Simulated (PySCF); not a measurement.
Exact simulation of a proton spin system

Molecule: `C1C(/C=N\[H])C1`, C4H7N.

Geometry:
| atom | x (Å) | y (Å) | z (Å) |
| --- | --- | --- | --- |
| N1 | 2.018 | 0.517 | 0.497 |
| C2 | 1.195 | 0.792 | -0.428 |
| C3 | -0.183 | 0.265 | -0.630 |
| C4 | -0.567 | -1.088 | -0.088 |
| C5 | -1.107 | 0.134 | 0.561 |
| H6 | 1.624 | -0.174 | 1.148 |
| H7 | 1.524 | 1.525 | -1.184 |
| H8 | -0.648 | 0.567 | -1.572 |
| H9 | 0.213 | -1.653 | 0.432 |
| H10 | -1.236 | -1.703 | -0.696 |
| H11 | -0.694 | 0.432 | 1.530 |
| H12 | -2.161 | 0.389 | 0.419 |

No relativistic terms, averaged over atoms made equivalent by symmetry, fast rotation or ring inversion, single conformer, no solvent. Structure optimised with PBE0-D3(BJ)/def2-SVP; spin–spin couplings from B3LYP/pcJ-1 (spin–dipole term only in couplings to heteroatoms); shieldings: GIAO PBE0/pcSseg-1; PySCF 2.14.

References, each an isolated molecule treated in the same way: TMS for ¹H.

Shifts (ppm): H7 8.29, H8 1.21, H9/H11 0.52, H10/H12 0.85.
Couplings (Hz): H7–H8: 4.7; H7–H9, H7–H11: -0.2; H8–H9, H8–H11: 5.5; H8–H10, H8–H12: 9.3; H9–H10, H11–H12: -5.3; H9–H11: 11.0; H9–H12, H10–H11: 7.8; H10–H12: 10.7.

The 6-spin Hamiltonian (Zeeman plus full scalar coupling among like nuclei) was diagonalised exactly; lines are Lorentzian, 0.4 Hz wide, and the maxima above 3 % are listed with the tallest set to 100.

**Question.** Give the ¹H peak list of this spin system at 60 MHz.

**Answer.** 
| Hz | ppm | height |
| --- | --- | --- |
| 499.6 | 8.326 | 100 |
| 495.2 | 8.253 | 96 |
| 91.2 | 1.521 | 4 |
| 86.8 | 1.447 | 6 |
| 85.3 | 1.422 | 7 |
| 83.6 | 1.393 | 6 |
| 81.7 | 1.362 | 6 |
| 81.2 | 1.353 | 11 |
| 80.9 | 1.348 | 9 |
| 79.5 | 1.324 | 6 |
| 78.7 | 1.312 | 8 |
| 77.1 | 1.285 | 17 |
| 76.5 | 1.276 | 13 |
| 74.8 | 1.247 | 17 |
| 74.2 | 1.238 | 20 |
| 72.9 | 1.215 | 13 |
| 70.5 | 1.175 | 9 |
| 69.6 | 1.160 | 31 |
| 68.4 | 1.139 | 26 |
| 68.0 | 1.134 | 26 |
| 64.9 | 1.082 | 25 |
| 64.4 | 1.073 | 28 |
| 64.0 | 1.067 | 33 |
| 63.0 | 1.050 | 44 |
| 62.5 | 1.041 | 22 |
| 61.0 | 1.016 | 3 |
| 60.1 | 1.001 | 4 |
| 59.2 | 0.986 | 32 |
| 56.8 | 0.946 | 33 |
| 56.4 | 0.939 | 36 |
| 55.8 | 0.929 | 43 |
| 54.7 | 0.912 | 14 |
| 53.3 | 0.888 | 91 |
| 52.6 | 0.877 | 58 |
| 51.1 | 0.851 | 50 |
| 49.9 | 0.832 | 66 |
| 48.2 | 0.804 | 26 |
| 47.1 | 0.784 | 21 |
| 46.4 | 0.773 | 16 |
| 46.1 | 0.768 | 17 |
| 45.5 | 0.758 | 21 |
| 44.5 | 0.742 | 15 |
| 42.6 | 0.710 | 15 |
| 41.8 | 0.697 | 48 |
| 40.9 | 0.681 | 22 |
| 39.0 | 0.649 | 34 |
| 37.8 | 0.629 | 45 |
| 37.3 | 0.622 | 33 |
| 37.0 | 0.617 | 28 |
| 35.0 | 0.583 | 80 |
| 34.3 | 0.572 | 62 |
| 31.5 | 0.525 | 79 |
| 31.0 | 0.516 | 50 |
| 30.4 | 0.507 | 45 |
| 29.9 | 0.497 | 32 |
| 29.2 | 0.486 | 21 |
| 28.7 | 0.478 | 12 |
| 28.0 | 0.466 | 17 |
| 26.7 | 0.445 | 52 |
| 24.8 | 0.413 | 12 |
| 24.2 | 0.404 | 6 |
| 23.1 | 0.385 | 4 |
| 21.3 | 0.355 | 6 |
| 20.8 | 0.346 | 6 |
| 18.4 | 0.306 | 7 |
| 17.9 | 0.298 | 6 |

**Question.** And at 500 MHz?

**Answer.** 
| Hz | ppm | height |
| --- | --- | --- |
| 4147.4 | 8.295 | 100 |
| 4142.7 | 8.285 | 100 |
| 622.4 | 1.245 | 7 |
| 617.7 | 1.235 | 8 |
| 616.9 | 1.234 | 15 |
| 613.4 | 1.227 | 10 |
| 612.9 | 1.226 | 11 |
| 612.2 | 1.224 | 16 |
| 611.5 | 1.223 | 9 |
| 608.6 | 1.217 | 11 |
| 608.1 | 1.216 | 14 |
| 607.6 | 1.215 | 25 |
| 606.8 | 1.214 | 10 |
| 603.9 | 1.208 | 11 |
| 603.0 | 1.206 | 25 |
| 601.9 | 1.204 | 11 |
| 599.1 | 1.198 | 10 |
| 598.4 | 1.197 | 19 |
| 597.7 | 1.195 | 12 |
| 597.2 | 1.194 | 10 |
| 593.6 | 1.187 | 18 |
| 592.9 | 1.186 | 11 |
| 588.1 | 1.176 | 10 |
| 436.5 | 0.873 | 21 |
| 436.2 | 0.872 | 21 |
| 431.2 | 0.862 | 51 |
| 430.7 | 0.861 | 42 |
| 428.4 | 0.857 | 74 |
| 427.6 | 0.855 | 41 |
| 427.2 | 0.854 | 28 |
| 423.4 | 0.847 | 26 |
| 423.1 | 0.846 | 27 |
| 421.7 | 0.843 | 71 |
| 419.4 | 0.839 | 39 |
| 418.9 | 0.838 | 45 |
| 418.6 | 0.837 | 41 |
| 414.0 | 0.828 | 26 |
| 406.0 | 0.812 | 3 |
| 397.0 | 0.794 | 3 |
| 269.0 | 0.538 | 29 |
| 264.4 | 0.529 | 35 |
| 263.9 | 0.528 | 71 |
| 261.1 | 0.522 | 52 |
| 258.9 | 0.518 | 34 |
| 258.4 | 0.517 | 51 |
| 255.9 | 0.512 | 75 |
| 250.6 | 0.501 | 15 |
| 250.2 | 0.500 | 14 |

**Question.** Among coupled protons with different shifts, which pair is furthest from first order, and how does the field change that?

**Answer.** H8 and H10: Δν/J is about 2.3 at 60 MHz (strongly coupled) and 19.4 at 500 MHz (close to first order). J in Hz doesn't depend on the field, while Δν in Hz grows in proportion to it. The system also holds chemically equivalent protons that couple differently to a partner (AA′BB′ or AA′XX′ type), and that part stays second order at any field.

The OH or NH signal is concentration- and solvent-dependent in practice; the value given is the gas-phase one. Unscaled 3J(H,H) at this level run about 10 % above measured values. Couplings across =CH–CH2 type bonds come from one rotamer and its mirror image, and can be 1–2 Hz further off. Vicinal couplings across rotatable single bonds and in flexible rings belong to the one computed conformer; a conformer average would change them.
